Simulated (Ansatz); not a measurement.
# NNa: vertical and adiabatic energies of changing the electron count, by script

A script is to give vertical and adiabatic energies of changing the electron count; the system is NNa.

All numbers are computed with Ansatz 0.2.0, driven from Python. Level of theory: PBE/def2-SVP.

### 1 The structure

Bond lengths: Na1–N2 2.230 Å.

nna.xyz, read by the script:

```xyz
2

Na    0.00000    0.00000    0.00000
N     0.00000    0.00000    2.23000
```

### 2 The script

adiabatic.py

```python
"""How NNa relaxes after losing an electron."""

import itertools

import ansatz
from ase.data import atomic_numbers, covalent_radii
import numpy as np

SETTINGS = {
    "basis_set": "def2-SVP",
    "functional": "pbe",
    "charge": 1,
}


def main() -> None:
    nna = ansatz.Crystal.molecule_from_extxyz("nna.xyz")

    calc = nna.calculation()
    calc = calc.basis(gaussian=SETTINGS["basis_set"])
    calc = calc.functional(SETTINGS["functional"])
    calc = calc.spin("collinear", total=2)
    symbols = [site.symbol for site in nna.cartesian_sites]
    start = np.array([site.position_ang for site in nna.cartesian_sites], dtype=float)
    rep = calc.relax(force_tolerance=0.01, max_steps=100).run(threads=1, backend="cpu").report
    end = np.array(rep["positions_ang"])

    minimum = ansatz.Crystal.molecule()
    for symbol, place in zip(symbols, end):
        minimum = minimum.atom(symbol, place.tolist())
    ion = (
        minimum.calculation()
        .basis(gaussian=SETTINGS["basis_set"])
        .functional(SETTINGS["functional"])
        .charge(SETTINGS["charge"])
        .spin("collinear", total=1)
    )
    vertical = ion.run(threads=1, backend="cpu").report
    settled = ion.relax(force_tolerance=0.01, max_steps=80).run(threads=1, backend="cpu").report
    print(f"vertical ionisation energy   {vertical['free_energy_ev'] - rep['free_energy_ev']:.3f} eV")
    print(f"adiabatic, no zero point     {settled['free_energy_ev'] - rep['free_energy_ev']:.3f} eV")
    print(f"relaxation energy of the ion {vertical['free_energy_ev'] - settled['free_energy_ev']:.3f} eV")
    ionised = np.array(settled["positions_ang"])
    # pairs closer than 1.2 times the sum of covalent radii, before or after
    radius = [covalent_radii[atomic_numbers[s]] for s in symbols]
    span = lambda where, i, j: np.linalg.norm(where[i] - where[j])
    bonded = [(i, j) for i, j in itertools.combinations(range(len(symbols)), 2) if min(span(end, i, j), span(ionised, i, j)) < 1.2 * (radius[i] + radius[j])]
    print("pair        before    after (A)")
    for i, j in bonded:
        print(f"{symbols[i]}{i}-{symbols[j]}{j}".ljust(10), f"{span(end, i, j):8.4f} {span(ionised, i, j):8.4f}")


if __name__ == "__main__":
    main()
```

### 3 The run

Run with:

```
python adiabatic.py
```

Q: Predict the main results. Wanted: vertical ionisation energy; adiabatic ionisation energy, no zero point.

**Answer**, as computed:

| quantity | value |
| --- | --- |
| vertical ionisation energy | 7.606 eV |
| adiabatic ionisation energy, no zero point | 7.482 eV |
| runs compared | 3 |

What this shows: The ionisation energy is a difference of two total energies at the neutral geometry; letting the ion relax lowers it by 0.12 eV. Run 1: The relaxation took 2 moves; the largest shift is 0.014 Å. Run 3: After 4 moves the largest shift is 0.207 Å. What to keep in mind:
- The energies are electronic: no zero-point or thermal terms, and the basis set is short of its limit. The product may relax into another structure. The relaxation finds the nearest minimum, so the adiabatic value is an upper bound.
- The species is open-shell (spin multiplicity 3).
- Only the spin states typed were run; another state of an ion can lie lower, by up to an eV or two.
- The spin state was assumed, and another may lie lower.
